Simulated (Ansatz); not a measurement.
**BO+ (quintet): wave-function methods side by side, cc-pVTZ**

How much of the correlation energy of BO+ (quintet) does each wave-function method recover here?

Method: cc-pVTZ, core rule «outside noble gas», up to 2 orbitals frozen; program: Ansatz 0.2.0, Gaussian basis.

Plan: UHF; CCSD(T) on ROHF; CCSD(T) on UHF; BCCD(T) on ROHF; CISD; CCSDT(Q) on ROHF; CCSDT(Q) on UHF.

16 further runs of the same task are left out: 2 for a known fault of the program, 4 that didn't finish, 10 set aside as unsound or not needed.

## (1) What is computed

The geometry is a PBE0/def2-TZVP stationary point (not a proven minimum) of the parent state, kept for this charge and spin.

2 atoms, charge 1, spin multiplicity 5.

Atoms are counted from 1 here; the program's logs count them from 0.

Bond lengths: B1–O2 1.403 Å.

## (2) UHF

in.yaml reads:

```yaml
crystal:
  periodic: [false, false, false]
  atoms:
    - {symbol: B, position_ang: [0.000000, 0.000000, 0.000000]}
    - {symbol: O, position_ang: [0.000000, 0.000000, 1.403204]}
basis:
  gaussian: {orbitals: cc-pVTZ}
total_charge: 1
magnetization: {spin_polarized: true, initial_magnetization: 4}
hamiltonian: {xc: hf}
output: {orbitals: {seedname: orbitals}}
```

The run is started by

```sh
$ ansatz run in.yaml --threads 1 --pin off --events-out ev --progress --plain --max-ram 2393MiB
```

After this run come: CCSD(T) on ROHF; CCSD(T) on UHF; BCCD(T) on ROHF; CISD; CCSDT(Q) on ROHF; CCSDT(Q) on UHF.

**Question.** What will the summary of the whole plan be? Wanted: UCCSDT(Q) below the RHF energy; RMP2 from UCCSDT(Q); UMP2 from UCCSDT(Q); RCCSD from UCCSDT(Q); RCCSD(T) from UCCSDT(Q); UCCSD(T) from UCCSDT(Q); RCCSDT(Q) from UCCSDT(Q); T1 diagnostic.

As calculated:

```
                         quantity                                                   value
   UCCSDT(Q) below the RHF energy                                              -5.1674 eV
              RMP2 from UCCSDT(Q)                                              +690.7 meV
              UMP2 from UCCSDT(Q)                                              +702.0 meV
             RCCSD from UCCSDT(Q)                                              +131.1 meV
          RCCSD(T) from UCCSDT(Q)                                               +20.5 meV
          UCCSD(T) from UCCSDT(Q)                                               +16.8 meV
         RCCSDT(Q) from UCCSDT(Q)                                                +4.0 meV
levels within 1 kcal/mol (43 meV)  RCCSD(T), UCCSD(T), BCCD(T), RCCSDT, UCCSDT, RCCSDT(Q)
                    T1 diagnostic                                                   0.015
```

**Reading.** RCCSD(T) lands +20.5 meV from the yardstick (0.4 % of the correlation energy). These misses are within one basis, not against nature; the frozen cores of restricted and unrestricted runs differ, which can shift their rows.
